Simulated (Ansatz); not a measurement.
C4H5N can be A, `CC=C=C=N`, or B, `C=C1CC1=N`.

Gas-phase electronic energies from Ansatz, PBE0-D4/def2-TZVP geometries. CCSD(T)/CBS adds triple-zeta CCSD(T) − MP2 to the extrapolated MP2 energy (def2 sets, frozen cores). Functionals use def2-TZVPP. B3LYP here is the variant with VWN-RPA as its local correlation; programs differ in this. Each species was taken in one conformer, which may not be the lowest.

Question: Which is lower in electronic energy at CCSD(T)/CBS, and by how much? (Best estimate.)

Answer: Computed: A, by 10.5 kcal/mol.

Question: Give E(B) − E(A) in kcal/mol with PBE-D4, B2PLYP, CCSD/def2-TZVPP, BLYP-D4, MP2/def2-TZVPP, PBE0-D4, B3LYP-D4. (An estimate is asked.)

Answer: Ansatz gave: PBE-D4 11.6, B2PLYP 13.3, CCSD/def2-TZVPP 9.5, BLYP-D4 15.8, MP2/def2-TZVPP 10.1, PBE0-D4 9.1, B3LYP-D4 13.6. None reverses the order clearly.

Question: Does the order hold for the free energy at 298.15 K (harmonic terms from PBE0-D4)? (Best estimate.)

Answer: The calculation gave: Yes: G(B) − G(A) = +11.6 kcal/mol, for one conformer each.

Largest T1 diagnostic: 0.015.

From BLYP to BHLYP (50 % exact exchange), in def2-TZVPP and without D4, E(B) − E(A) moves by −5.0 kcal/mol. The D4 term adds −0.7 kcal/mol with B3LYP and −0.4 kcal/mol with PBE0; it sums over pairs of atoms, weighted by their polarisabilities, and B3LYP, whose exchange is more repulsive, gets the larger term.
